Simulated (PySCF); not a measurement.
**M06-2X/STO-6G run of [NO2]+ (SMILES O=[N+]=O)**

Aim: the vertical ionisation energy of [NO2]+ at M06-2X/STO-6G, from 2 runs. Input form: a Python script.

The results are computed with PySCF 2.14.0.

8 further runs of the same task are left out: 8 set aside as unsound or not needed.

## 1. The system as given

[NO2]+: 3 atoms, total charge +1, spin state singlet. As SMILES, `O=[N+]=O`. The shape is that of a GFN2-xTB optimisation.

Bond lengths: O1–N2 1.091 Å, N2–O3 1.091 Å. Angles: O1–N2–O3 180.0°.

## 2. The energy at M06-2X/STO-6G

Input file calc.py:

```python
from pyscf import gto, dft

mol = gto.Mole()
mol.atom = 'O -0.563200 0.911190 -0.206000; N -0.000010 -0.000010 -0.000000; O 0.563210 -0.911180 0.206000'
mol.max_memory = 1860
mol.charge = 1
mol.verbose = 4
mol.basis = 'sto-6g'
mol.build()

mf = dft.RKS(mol)
mf.xc = 'm06-2x'
mf.grids.level = 5
mf.conv_tol = 1e-10
mf.kernel()
if not mf.converged:
    mf = mf.newton().run(mf.mo_coeff, mf.mo_occ)

e_tot = mf.e_tot
print(f'total energy: {e_tot:.8f} hartree')
```

On the command line:

```console
OMP_NUM_THREADS=1 python calc.py
```

The program printed:

```text
PySCF version 2.14.0

[INPUT] num. atoms = 3
[INPUT] num. electrons = 22
[INPUT] charge = 1
[INPUT] spin (= nelec alpha-beta = 2S) = 0
[INPUT] symmetry False subgroup None
[INPUT] Mole.unit = angstrom
[INPUT] Symbol           X                Y                Z      unit          X                Y                Z       unit  Magmom
[INPUT]  1 O     -0.563200000000   0.911190000000  -0.206000000000 AA   -1.064293753355   1.721899547442  -0.389283581660 Bohr   0.0
[INPUT]  2 N     -0.000010000000  -0.000010000000   0.000000000000 AA   -0.000018897261  -0.000018897261   0.000000000000 Bohr   0.0
[INPUT]  3 O      0.563210000000  -0.911180000000   0.206000000000 AA    1.064312650616  -1.721880650181   0.389283581660 Bohr   0.0

nuclear repulsion = 69.856929396042
number of shells = 9
number of NR pGTOs = 90
number of NR cGTOs = 15
basis = sto-6g
ecp = {}

******** <class 'pyscf.dft.rks.RKS'> ********
method = RKS
initial guess = minao
damping factor = 0
level_shift factor = 0
DIIS = <class 'pyscf.scf.diis.CDIIS'>
diis_start_cycle = 1
diis_space = 8
diis_damp = 0
SCF conv_tol = 1e-10
SCF conv_tol_grad = None
SCF max_cycles = 50
direct_scf = True
direct_scf_tol = 1e-13
XC library pyscf.dft.libxc version 7.0.0
    S. Lehtola, C. Steigemann, M. J.T. Oliveira, and M. A.L. Marques.,  SoftwareX 7, 1–5 (2018)
XC functionals = m06-2x
    Y. Zhao and D. G. Truhlar.,  Theor. Chem. Acc. 120, 215 (2008)
    Y. Zhao and D. G. Truhlar.,  Theor. Chem. Acc. 120, 215 (2008)
radial grids:
    Treutler-Ahlrichs [JCP 102, 346 (1995); DOI:10.1063/1.469408] (M4) radial grids

becke partition: Becke, JCP 88, 2547 (1988); DOI:10.1063/1.454033
pruning grids: <function nwchem_prune>
grids dens level: 5
symmetrized grids: False
atomic radii adjust function: <function treutler_atomic_radii_adjust>
small_rho_cutoff = 0
Set gradient conv threshold to 1e-05
Initial guess from minao.
tot grids = 128072
init E= -205.52697899991
  HOMO = -0.384382356123294  LUMO = 0.063919871037988  gap/eV = 12.19892
cycle= 1 E= -203.513342111098  delta_E= 2.01  |g|= 0.934  |ddm|= 3.02
  HOMO = -0.759708961667094  LUMO = -0.390776751070765  gap/eV = 10.03916
cycle= 2 E= -203.524346580349  delta_E= -0.011  |g|= 0.92  |ddm|= 2.06
  HOMO = -0.815954727611048  LUMO = -0.356300679371301  gap/eV = 12.50782
cycle= 3 E= -203.735530372  delta_E= -0.211  |g|= 0.0105  |ddm|= 1.02
  HOMO = -0.814524793989978  LUMO = -0.350584761943823  gap/eV = 12.62445
cycle= 4 E= -203.735569320833  delta_E= -3.89e-05  |g|= 0.0014  |ddm|= 0.0204
  HOMO = -0.814380930042638  LUMO = -0.350812880469447  gap/eV = 12.61433
cycle= 5 E= -203.735570002116  delta_E= -6.81e-07  |g|= 0.000645  |ddm|= 0.00347
  HOMO = -0.814394030773885  LUMO = -0.350837204155593  gap/eV = 12.61402
cycle= 6 E= -203.735570004926  delta_E= -2.81e-09  |g|= 0.000652  |ddm|= 0.00121
  HOMO = -0.814408861070622  LUMO = -0.350862840563056  gap/eV = 12.61373
cycle= 7 E= -203.735570114196  delta_E= -1.09e-07  |g|= 1.6e-05  |ddm|= 0.000735
  HOMO = -0.81440920690447  LUMO = -0.350863852825909  gap/eV = 12.61371
cycle= 8 E= -203.735570114251  delta_E= -5.55e-11  |g|= 1.07e-06  |ddm|= 2.2e-05
  HOMO = -0.814409273531008  LUMO = -0.350863802814279  gap/eV = 12.61371
Extra cycle  E= -203.735570114251  delta_E= 1.71e-13  |g|= 9.69e-07  |ddm|= 2.02e-06
converged SCF energy = -203.735570114251
total energy: -203.73557011 hartree
```

It took 2.3 s on 1 thread of Arm Neoverse V2, shared host; peak memory 0.18 GiB.

## 3. Doublet [NO2]2+

Input file input.py:

```python
from pyscf import gto, dft

mol = gto.M(
    atom=[
    ('O', (-0.563200, 0.911190, -0.206000)),
    ('N', (-0.000010, -0.000010, -0.000000)),
    ('O', (0.563210, -0.911180, 0.206000)),
],
    charge=2,
    max_memory=1860,
    basis='sto-6g',
    verbose=3,
    spin=1,
)

mf = dft.UKS(mol)
mf.xc = 'm06-2x'
mf.conv_tol = 1e-10
mf.grids.level = 5
mf.kernel()
if not mf.converged:
    mf = mf.newton().run(mf.mo_coeff, mf.mo_occ)

e_tot = mf.e_tot
print(f'total energy: {e_tot:.8f} hartree')
```

On the command line:

```console
OMP_NUM_THREADS=1 python input.py
```

The program printed:

```text
converged SCF energy = -202.802052361601  <S^2> = 0.78340044  2S+1 = 2.0331261
total energy: -202.80205236 hartree
```

Wall time 5.4 s (1 thread of Arm Neoverse V2, shared host); peak memory 0.19 GiB.

## 4. Outcome

Level: M06-2X/STO-6G.

| quantity | value |
| --- | --- |
| singlet [NO2]+: total energy | -203.73557 Eh |
| singlet [NO2]+: HOMO energy | -22.16 eV |
| singlet [NO2]+: LUMO energy | -9.55 eV |
| singlet [NO2]+: HOMO–LUMO gap | 12.61 eV |
| doublet [NO2]2+: total energy | -202.80205 Eh |
| doublet [NO2]2+: HOMO energy (highest over α and β) | -34.91 eV |
| doublet [NO2]2+: LUMO energy (lowest over α and β) | -28.73 eV |
| doublet [NO2]2+: ⟨S²⟩ | 0.783 |
| vertical ionisation energy (to the doublet dication) | 25.402 eV |

What this shows: Removing an electron at fixed nuclei costs 25.40 eV (586 kcal/mol). −ε(HOMO) before ionisation, 22.16 eV, is 3.24 eV below this ionisation energy. In a minimal basis such a difference can be off by several eV, whatever the method.
